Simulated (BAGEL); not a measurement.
**BCl2 (SMILES Cl[B]Cl) at ROHF/def2-TZVP (density fitting with qzvpp-jkfit)**

Aim: the energy change on altering one bond length of BCl2 at ROHF/def2-TZVP (density fitting with qzvpp-jkfit), from 2 runs. 

Program for the calculation: BAGEL 1.2.2.

3 further runs of the same task are left out: 3 set aside as unsound or not needed. Runs told in other sessions of the task aren't counted.

**1. The system as given**

The species is BCl2 (3 atoms), meant as a doublet with charge 0. SMILES: `Cl[B]Cl`. The coordinates come from a PBE0-D4/def2-TZVP relaxation.

Bond lengths: Cl1–B2 1.720 Å, B2–Cl3 1.720 Å. Angles: Cl1–B2–Cl3 125.4°.

**2. The energy at ROHF/def2-TZVP (density fitting with qzvpp-jkfit)**

File input.json:

```json
{ "bagel": [

{
  "title": "molecule",
  "basis": "def2-tzvp.json",
  "df_basis": "qzvpp-jkfit",
  "angstrom": true,
  "geometry": [
    { "atom": "Cl", "xyz": [       0.371500,      -1.525600,       0.030000 ] },
    { "atom": "B", "xyz": [      -0.463900,      -0.050300,      -0.256900 ] },
    { "atom": "Cl", "xyz": [       0.081500,       1.511100,       0.213700 ] }
  ]
},

{ "title": "rohf", "nopen": 1 },

{ "title": "print", "file": "orbitals.molden", "orbitals": true }

]}
```

The basis set def2-TZVP is read from a file made from the Basis Set Exchange's data (not shown).

On the command line:

```console
$ BAGEL_NUM_THREADS=1 BAGEL input.json > input.out
```

The log of the run:

```text
* using 1 threads per process

  ===============================================================
  ===============================================================

  *** Geometry ***

  { "atom" : "Cl", "xyz" : [      0.702033,     -2.882966,      0.056692 ] },
  { "atom" : "B", "xyz" : [     -0.876644,     -0.095053,     -0.485471 ] },
  { "atom" : "Cl", "xyz" : [      0.154013,      2.855565,      0.403834 ] },

  Number of auxiliary basis functions:      331

  Since a DF basis is specified, we compute 2- and 3-index integrals:
    o Being stored without compression. Storage requirement is 0.029 GB

  Number of basis functions:      105
  Number of electrons      :       39

    * METHOD: MOLECULE                             0.21

  *** Open-shell HF ***

  === Nuclear Repulsion ===
   102.3590784618

      * DIIS with orbital gradients will be used.

  === ROHF iteration (def2-tzvp.json) ===
      0       -943.64151015          0.02041932           0.13
      1       -943.70600089          0.01258775           0.13
      2       -943.72446001          0.00714556           0.13
      3       -943.73145843          0.00137203           0.13
      4       -943.73279274          0.00038423           0.13
      5       -943.73306628          0.00011445           0.13
      6       -943.73311954          0.00002213           0.13
      7       -943.73313098          0.00000766           0.14
      8       -943.73313308          0.00000364           0.14
      9       -943.73313365          0.00000105           0.13
     10       -943.73313395          0.00000034           0.13
     11       -943.73313403          0.00000010           0.13
     12       -943.73313404          0.00000004           0.13
     13       -943.73313405          0.00000002           0.13
     14       -943.73313405          0.00000001           0.13
    * SCF iteration converged.

    * S^2 (ROHF) is 0.7500

    * Permanent dipole moment:
           (    0.014560,     0.001020,     0.008000) a.u.

    * METHOD: ROHF                                 2.18

    * METHOD: PRINT                                0.03

  ===============================================================
```

Run time: 2.6 s. Hardware: 1 thread of Arm Neoverse N1, shared host; peak memory 0.1 GiB.

**3. The distorted shape, same level**

File input.json:

```json
{ "bagel": [

{
  "title": "molecule",
  "basis": "def2-tzvp.json",
  "df_basis": "qzvpp-jkfit",
  "angstrom": true,
  "geometry": [
    { "atom": "Cl", "xyz": [       0.098814,      -2.306260,      -0.205288 ] },
    { "atom": "B", "xyz": [      -0.736586,      -0.830960,      -0.492188 ] },
    { "atom": "Cl", "xyz": [       0.081500,       1.511100,       0.213700 ] }
  ]
},

{ "title": "rohf", "nopen": 1 },

{ "title": "print", "file": "orbitals.molden", "orbitals": true }

]}
```

The basis set def2-TZVP is read from a file made from the Basis Set Exchange's data (not shown).

On the command line:

```console
$ BAGEL_NUM_THREADS=1 BAGEL input.json > input.out
```

The log of the run:

```text
* using 1 threads per process

  ===============================================================
  ===============================================================

  *** Geometry ***

  { "atom" : "Cl", "xyz" : [      0.186731,     -4.358200,     -0.387938 ] },
  { "atom" : "B", "xyz" : [     -1.391946,     -1.570287,     -0.930101 ] },
  { "atom" : "Cl", "xyz" : [      0.154013,      2.855565,      0.403834 ] },

  Number of auxiliary basis functions:      331

  Since a DF basis is specified, we compute 2- and 3-index integrals:
    o Being stored without compression. Storage requirement is 0.029 GB

  Number of basis functions:      105
  Number of electrons      :       39

    * METHOD: MOLECULE                             0.20

  *** Open-shell HF ***

  === Nuclear Repulsion ===
    83.4202538729

      * DIIS with orbital gradients will be used.

  === ROHF iteration (def2-tzvp.json) ===
      0       -943.47117203          0.02451170           0.13
      1       -943.55989954          0.01951843           0.13
      2       -943.60243281          0.01263525           0.13
      3       -943.62915103          0.00142013           0.13
      4       -943.63050670          0.00074139           0.13
      5       -943.63120848          0.00048631           0.13
      6       -943.63166168          0.00039029           0.13
      7       -943.63195473          0.00020793           0.14
      8       -943.63219480          0.00006766           0.14
      9       -943.63255442          0.00003253           0.14
     10       -943.63248697          0.00001952           0.14
     11       -943.63249725          0.00000891           0.14
     12       -943.63249549          0.00000292           0.14
     13       -943.63250240          0.00000150           0.13
     14       -943.63250537          0.00000097           0.14
     15       -943.63250557          0.00000031           0.14
     16       -943.63250458          0.00000022           0.14
     17       -943.63250445          0.00000014           0.14
     18       -943.63250446          0.00000006           0.14
     19       -943.63250456          0.00000003           0.14
     20       -943.63250457          0.00000002           0.14
     21       -943.63250456          0.00000001           0.14
    * SCF iteration converged.

    * S^2 (ROHF) is 0.7500

    * Permanent dipole moment:
           (    0.414426,     2.027027,     0.451915) a.u.

    * METHOD: ROHF                                 3.13

    * METHOD: PRINT                                0.03

  ===============================================================
```

It took 3.6 s on 1 thread of Arm Neoverse N1, shared host; peak memory 0.1 GiB.

**4. Summary of results**

At ROHF/def2-TZVP (density fitting with qzvpp-jkfit):

| quantity | value |
| --- | --- |
| first shape: total energy | -943.73313 Eh |
| first shape: dipole moment | 0.04 D |
| first shape: ⟨S²⟩ | 0.750 |
| distorted shape: total energy | -943.63250 Eh |
| distorted shape: dipole moment | 5.38 D |
| distorted shape: ⟨S²⟩ | 0.750 |
| energy change with the B2–Cl3 bond stretched from 1.720 to 2.579 Å | 2.738 eV |

In words: With the B2–Cl3 bond stretched from 1.720 to 2.579 Å the energy rises by 2.74 eV (63 kcal/mol). The first shape isn't relaxed at this level, so the change isn't measured from a minimum.
